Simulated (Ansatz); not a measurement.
# MgF (doublet): wave-function methods side by side at distance F1–Mg2 = 1.379 Å, 6-31G

How much of the correlation energy of MgF (doublet) does each wave-function method recover here?

The runs use Ansatz 0.2.0, Gaussian basis; 6-31G, core rule «outside noble gas», up to 6 orbitals frozen.

Plan: UHF; CCSD(T) on ROHF; CCSD(T) on UHF; BCCD(T) on ROHF; CISD as a restricted active space (open shells left free, so some higher excitations enter); CCSDT(Q) on ROHF; CCSDT(Q) on UHF; CISDTQ; CCSDTQ on ROHF; CCSDTQ on UHF; CASSCF and MRCISD+Q, 3 electrons in 3 orbitals; CASSCF and NEVPT2, 3 electrons in 3 orbitals; Full CI.

28 further runs of the same task are left out: 14 for a known fault of the program, 9 that didn't finish, 5 set aside as unsound or not needed. Runs told in other sessions of the task aren't counted.

## 1. The system

The geometry derives from a PBE0/def2-TZVP stationary point (not a proven minimum). One bond is set to the value named and the two fragments are kept rigid.

2 atoms, charge 0, spin multiplicity 2.

Atoms are counted from 1 here; the program's logs count them from 0.

Bond lengths: F1–Mg2 1.379 Å.

## 2. UHF

Contents of in.yaml:

```yaml
crystal:
  periodic: [false, false, false]
  atoms:
    - {symbol: F, position_ang: [0.000000, 0.000000, 0.000000]}
    - {symbol: Mg, position_ang: [0.000000, 0.000000, 1.379000]}
basis:
  gaussian: {orbitals: 6-31G}
magnetization: {spin_polarized: true, initial_magnetization: 1}
hamiltonian: {xc: hf}
output: {orbitals: {seedname: orbitals}}
```

The run is started by

```
ansatz run in.yaml --threads 1 --pin off --events-out ev --progress --plain --max-ram 2393MiB
```

After this run come: CCSD(T) on ROHF; CCSD(T) on UHF; BCCD(T) on ROHF; CISD as a restricted active space (open shells left free, so some higher excitations enter); CCSDT(Q) on ROHF; CCSDT(Q) on UHF; CISDTQ; CCSDTQ on ROHF; CCSDTQ on UHF; CASSCF and MRCISD+Q, 3 electrons in 3 orbitals; CASSCF and NEVPT2, 3 electrons in 3 orbitals; Full CI.

Before running them: what should the planned runs give, taken together? Wanted: FCI from the RHF energy; RMP2 from FCI; UMP2 from FCI; RCCSD from FCI; RCCSD(T) from FCI; UCCSD(T) from FCI; RCCSDT(Q) from FCI; UCCSDT(Q) from FCI; NEVPT2 pair from FCI.

The runs gave:

| quantity | value |
| --- | --- |
| FCI from the ROHF energy | -3.5166 eV |
| RMP2 from FCI | +1.56 kcal/mol |
| UMP2 from FCI | +1.47 kcal/mol |
| RCCSD from FCI | +1.01 kcal/mol |
| RCCSD(T) from FCI | +0.27 kcal/mol |
| UCCSD(T) from FCI | +0.26 kcal/mol |
| RCCSDT(Q) from FCI | 0.00 kcal/mol |
| UCCSDT(Q) from FCI | -0.04 kcal/mol |
| NEVPT2 pair from FCI | +0.56 kcal/mol |
| MRCISD+Q pair from FCI | +1.04 kcal/mol |
| levels within 1 kcal/mol (43 meV) | RCCSD(T), UCCSD(T), BCCD(T), RCCSDT, UCCSDT, RCCSDT(Q), UCCSDT(Q), RCCSDTQ, UCCSDTQ, NEVPT2 pair |
| T1 diagnostic | 0.017 |
| effectively unpaired electrons | 1.01 |

In words: RCCSD(T) lands +0.27 kcal/mol from the yardstick (0.3 % of the correlation energy). One determinant dominates. Of the multireference levels listed NEVPT2 pair comes nearest in total energy (+0.56 kcal/mol), which doesn't show that its space is the better one. These misses are within one basis, not against nature; the frozen cores of restricted and unrestricted runs differ, which can shift their rows.

Levels on UHF freeze UHF's core orbitals, full CI those of ROHF, so the U rows can settle a little off it for that reason alone.
